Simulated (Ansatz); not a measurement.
# CHNSi: the cost of one run

Program: Ansatz 0.2.0, Gaussian basis. Level of theory: def2-TZVPP, core rule «outside noble gas», up to 7 orbitals frozen. These are calculated values, not measurements.

The runs, in order: UHF; ROHF; CCSD(T) on UHF.

2 further runs of the same task are left out: 2 set aside as unsound or not needed.

## (1) The system

The geometry is a PBE0/def2-TZVP stationary point (not a proven minimum) of the parent state, kept for this charge and spin.

4 atoms, charge 0, spin multiplicity 5.

Atoms are counted from 1 here; the program's logs count them from 0.

Bond lengths: C1–N2 1.210 Å, C1–H4 1.080 Å, N2–Si3 1.677 Å. Angles: N2–C1–H4 141.6°, C1–N2–Si3 175.8°.

## (2) UHF

in.yaml reads:

```yaml
crystal:
  periodic: [false, false, false]
  atoms:
    - {symbol: C, position_ang: [0.000003, -0.203741, 0.797438]}
    - {symbol: N, position_ang: [-0.000006, -0.103756, -0.408858]}
    - {symbol: Si, position_ang: [0.000001, -0.087034, -2.085648]}
    - {symbol: H, position_ang: [0.000003, 0.394532, 1.697068]}
basis:
  gaussian: {orbitals: def2-TZVPP}
magnetization: {spin_polarized: true, initial_magnetization: 4}
hamiltonian: {xc: hf}
output: {orbitals: {seedname: orbitals}}
```

Launch:

```bash
$ ansatz run in.yaml --threads 1 --pin off --events-out ev --progress --plain --max-ram 4096MiB --backend cpu
```

Q: Estimate wall time and peak memory on 1 thread of AMD EPYC 7R13, shared host.

About 8 s, with a peak of 0.25 GiB.
